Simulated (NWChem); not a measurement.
Everything below was run with NWChem. System: C2H3N, charge 0, spin multiplicity 1, displaced from the optimised geometry. Level: CCSD(T)/cc-pVDZ, 3 core orbitals frozen, spin-restricted.

Job file:

```
start mol
memory heap 100 mb stack 700 mb global 1900 mb
geometry units angstroms nocenter noautoz noautosym
  C      0.009633    -1.174896     0.000000
  C     -0.002296     0.278262     0.000000
  N     -0.025951     3.170391     0.000000
  H     -0.502914    -1.559572     0.893205
  H     -0.502914    -1.559572    -0.893205
  H      1.044111    -1.546842     0.000000
end
basis spherical
  * library cc-pvdz
end
scf
  rhf
  nopen 0
  maxiter 100
  thresh 1e-7
  semidirect memsize 60000000 filesize 0
end
ccsd
  freeze core 3
  maxiter 60
end
task ccsd(t) energy
```

Part of the output:

```
             Northwest Computational Chemistry Package (NWChem) 7.3.0
             --------------------------------------------------------

                                NWChem Input Module
                                -------------------

 Scaling coordinates for geometry "geometry" by  1.889725989
 (inverse scale =  0.529177249)

                             Geometry "geometry" -> ""
                             -------------------------

 Output coordinates in angstroms (scale by  1.889725989 to convert to a.u.)

  No.       Tag          Charge          X              Y              Z
 ---- ---------------- ---------- -------------- -------------- --------------
    1 C                    6.0000     0.00963300    -1.17489600     0.00000000
    2 C                    6.0000    -0.00229600     0.27826200     0.00000000
    3 N                    7.0000    -0.02595100     3.17039100     0.00000000
    4 H                    1.0000    -0.50291400    -1.55957200     0.89320500
    5 H                    1.0000    -0.50291400    -1.55957200    -0.89320500
    6 H                    1.0000     1.04411100    -1.54684200     0.00000000

 Effective nuclear repulsion energy (a.u.)      42.2867150018

            Nuclear Dipole moment (a.u.)
            ----------------------------
        X                 Y               Z
 ---------------- ---------------- ----------------
    -0.1877480564    22.9544014278     0.0000000000


 Summary of "ao basis" -> "" (spherical)
 ------------------------------------------------------------------------------
       Tag                 Description            Shells   Functions and Types
 ---------------- ------------------------------  ------  ---------------------
 *                          cc-pvdz                   on all atoms

 Summary of "ao basis" -> "ao basis" (spherical)
 ------------------------------------------------------------------------------
       Tag                 Description            Shells   Functions and Types
 ---------------- ------------------------------  ------  ---------------------
 C                          cc-pvdz                  6       14   3s2p1d
 N                          cc-pvdz                  6       14   3s2p1d
 H                          cc-pvdz                  3        5   2s1p

                                 NWChem SCF Module
                                 -----------------

  ao basis        = "ao basis"
  functions       =    57
  atoms           =     6
  closed shells   =    11
  open shells     =     0
  charge          =   0.00
  wavefunction    = RHF
  use symmetry    = F
  symmetry adapt  = F

 Summary of "ao basis" -> "ao basis" (spherical)
 ------------------------------------------------------------------------------
       Tag                 Description            Shells   Functions and Types
 ---------------- ------------------------------  ------  ---------------------
 C                          cc-pvdz                  6       14   3s2p1d
 N                          cc-pvdz                  6       14   3s2p1d
 H                          cc-pvdz                  3        5   2s1p

 Forming initial guess at       0.1s

      Superposition of Atomic Density Guess
      -------------------------------------

 Sum of atomic energies:        -131.13015236

      Non-variational initial energy
      ------------------------------

 Total energy =    -131.344576
 1-e energy   =    -259.749500
 2-e energy   =      86.118209
 HOMO         =      -0.192953
[...]
nkpass=    1; nvpass=    1; memdrv=          98394; memtrn=         805099; memavail=      104851132
 memory available/node                      104851132
 total number of virtual orbitals        46
 number of virtuals per integral pass    46
 number of integral evaluations           1
 number of occupied per triples pass      8
 number of triples passes                 1

 commencing integral evaluation        1 at         116.87
  symmetry use  F
task         2 out of       378 done   0%  at       0.0 secs
task        19 out of       378 done   5%  at       0.1 secs
task        38 out of       378 done  10%  at       0.2 secs
task        57 out of       378 done  15%  at       0.4 secs
task        76 out of       378 done  20%  at       0.4 secs
task        95 out of       378 done  25%  at       0.5 secs
task       114 out of       378 done  30%  at       0.6 secs
task       133 out of       378 done  35%  at       0.6 secs
task       152 out of       378 done  40%  at       0.7 secs
task       171 out of       378 done  45%  at       0.8 secs
task       189 out of       378 done  50%  at       1.0 secs
task       208 out of       378 done  55%  at       1.1 secs
task       227 out of       378 done  60%  at       1.2 secs
task       246 out of       378 done  65%  at       1.3 secs
task       265 out of       378 done  70%  at       1.4 secs
task       284 out of       378 done  75%  at       1.5 secs
task       303 out of       378 done  80%  at       1.5 secs
task       322 out of       378 done  85%  at       1.6 secs
task       341 out of       378 done  90%  at       1.6 secs
task       360 out of       378 done  95%  at       1.7 secs
task       378 out of       378 done 100%  at       1.7 secs
 commencing triples evaluation - blocking       1
 ccsd(t): done        1 out of       46 progress:    2.2%
 ccsd(t): done        2 out of       46 progress:    4.3%
 ccsd(t): done        3 out of       46 progress:    6.5%
 ccsd(t): done        4 out of       46 progress:    8.7%
 ccsd(t): done        5 out of       46 progress:   10.9%
 ccsd(t): done        6 out of       46 progress:   13.0%
 ccsd(t): done        7 out of       46 progress:   15.2%
 ccsd(t): done        8 out of       46 progress:   17.4%
 ccsd(t): done        9 out of       46 progress:   19.6%
 ccsd(t): done       10 out of       46 progress:   21.7%
 ccsd(t): done       11 out of       46 progress:   23.9%
 ccsd(t): done       12 out of       46 progress:   26.1%
 ccsd(t): done       13 out of       46 progress:   28.3%
 ccsd(t): done       14 out of       46 progress:   30.4%
 ccsd(t): done       15 out of       46 progress:   32.6%
 ccsd(t): done       16 out of       46 progress:   34.8%
 ccsd(t): done       17 out of       46 progress:   37.0%
 ccsd(t): done       18 out of       46 progress:   39.1%
 ccsd(t): done       19 out of       46 progress:   41.3%
 ccsd(t): done       20 out of       46 progress:   43.5%
 ccsd(t): done       21 out of       46 progress:   45.7%
 ccsd(t): done       22 out of       46 progress:   47.8%
 ccsd(t): done       23 out of       46 progress:   50.0%
 ccsd(t): done       24 out of       46 progress:   52.2%
 ccsd(t): done       25 out of       46 progress:   54.3%
 ccsd(t): done       26 out of       46 progress:   56.5%
 ccsd(t): done       27 out of       46 progress:   58.7%
 ccsd(t): done       28 out of       46 progress:   60.9%
 ccsd(t): done       29 out of       46 progress:   63.0%
 ccsd(t): done       30 out of       46 progress:   65.2%
 ccsd(t): done       31 out of       46 progress:   67.4%
 ccsd(t): done       32 out of       46 progress:   69.6%
 ccsd(t): done       33 out of       46 progress:   71.7%
 ccsd(t): done       34 out of       46 progress:   73.9%
 ccsd(t): done       35 out of       46 progress:   76.1%
 ccsd(t): done       36 out of       46 progress:   78.3%
 ccsd(t): done       37 out of       46 progress:   80.4%
 ccsd(t): done       38 out of       46 progress:   82.6%
 ccsd(t): done       39 out of       46 progress:   84.8%
 ccsd(t): done       40 out of       46 progress:   87.0%
 ccsd(t): done       41 out of       46 progress:   89.1%
 ccsd(t): done       42 out of       46 progress:   91.3%
 ccsd(t): done       43 out of       46 progress:   93.5%
 ccsd(t): done       44 out of       46 progress:   95.7%
 ccsd(t): done       45 out of       46 progress:   97.8%
 ccsd(t): done       46 out of       46 progress:  100.0%
 Time for integral evaluation pass     1        1.75
 Time for triples evaluation pass      1        1.34

 pseudo-e(mp4)  -0.77773534741756E-01
 pseudo-e(mp5)   0.88432959066052E-02
        e(t)    -0.68930238835151E-01

 --------------
 CCSD(T) Energy
 --------------
 Reference energy:                    -131.399239469679912

 CCSD corr. energy:                     -0.529905858268045
 T(CCSD) corr. energy:                  -0.077773534741756
 Total CCSD+T(CCSD) energy:           -132.006918862689702

 CCSD corr. energy:                     -0.529905858268045
 (T) corr. energy:                      -0.068930238835151
 Total CCSD(T) energy:                -131.998075566783115

 routine      calls  cpu(0)   cpu-min  cpu-ave  cpu-max   i/o
 aoccsd          1     0.01     0.01     0.01     0.01    0.00
 iterdrv         1     0.05     0.05     0.05     0.05    0.00
 pampt          52     0.33     0.33     0.33     0.33    0.00
 t2pm           52     0.53     0.53     0.53     0.53    0.00
 sxy            52     1.44     1.44     1.44     1.44    0.00
 ints      7155512    91.55    91.55    91.55    91.55    0.00
 t2eri       19656    12.64    12.64    12.64    12.64    0.00
 idx2        19656     2.94     2.94     2.94     2.94    0.00
 idx34          52     0.21     0.21     0.21     0.21    0.00
 ht2pm          52     0.60     0.60     0.60     0.60    0.00
 itm            52     2.90     2.90     2.90     2.90    0.00
 pdiis          52     0.09     0.09     0.09     0.09    0.00
 triples         1     0.00     0.00     0.00     0.00    0.00
 rdtrpo          1     0.01     0.01     0.01     0.01    0.00
 trpmos          1     1.75     1.75     1.75     1.75    0.00
 trpdrv          1     0.19     0.19     0.19     0.19    0.00
 dovvv       26496     0.55     0.55     0.55     0.55    0.00
 doooo       26496     0.16     0.16     0.16     0.16    0.00
 tengy       23552     0.43     0.43     0.43     0.43    0.00
 Total               116.36   116.36   116.36   116.36    0.00

 Task  times  cpu:      123.0s     wall:      123.0s

 Total times  cpu:      123.1s     wall:      123.1s
```
